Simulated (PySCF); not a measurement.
Species: CO.
SMILES: `[C-]#[O+]`

Computed, not measured: PySCF, PBE/6-31+G* geometry optimisation, gas phase.

Masses are those of the commonest isotopes; rigid-rotor values at the optimised geometry. 

Problem. What are the moment of inertia and the rotational constant?

Solution. I = 9.041 u·Å², B = 505379 MHz·u·Å²/I = 55901 MHz (1.8647 cm⁻¹, or 2.683 K as hB/k). For two atoms I = μr² with μ = 6.8562 u and r = 1.1483 Å.

Problem. List the first levels of a rigid rotor in a Σ state.

Solution. E(J) = BJ(J+1): J = 1: 3.729, J = 2: 11.188, J = 3: 22.376, J = 4: 37.293, J = 5: 55.940, J = 6: 78.316 cm⁻¹.

Problem. Where do the first rotational lines fall?

Solution. The dipole is 0.14 D; J+1 ← J lies at 2B(J+1): 1 ← 0 at 111.80 GHz, 2 ← 1 at 223.61 GHz, 3 ← 2 at 335.41 GHz, 4 ← 3 at 447.21 GHz, 5 ← 4 at 559.01 GHz, 6 ← 5 at 670.82 GHz.

No frequency check. No vibrational averaging or centrifugal distortion is included, and the geometry carries the error of its method.
